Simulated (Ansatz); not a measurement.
**bcc V**

The numbers are results of r²SCAN (PAW; Ansatz, a quantum-chemistry and plane-wave program), not measurements.

Settings: plane-wave cutoff 560 eV, 26×26×26 k mesh, Fermi–Dirac smearing 0.05 eV, no spin polarisation, scalar-relativistic PAW data made under PBE.

Cell: relaxed at this level.

equilibrium volume per atom: 13.27 Å³/atom
bulk modulus: 194 GPa
equilibrium lattice constant a: 2.982 Å
band gap: none
pressure derivative B′ of the bulk modulus: 3.7

Measured, for comparison: equilibrium volume per atom 13.79 Å³/atom, lattice constant a 3.021 Å (static lattice: zero-point anharmonic expansion removed; as tabulated in Mejia-Rodriguez and Trickey (2018), arXiv:1807.09216); bulk modulus 161 GPa (corrected for temperature and zero-point phonon effects, our sources range from 159 to 166; as tabulated in Levämäki et al. (2014), arXiv:1402.3671). Computed (rounded) less measured: equilibrium volume per atom -3.8 %, bulk modulus +20 % (+17 % to +22 % over the range), lattice constant a -1.3 %.

Cost on a shared machine: about 90 core-seconds (a rough figure).
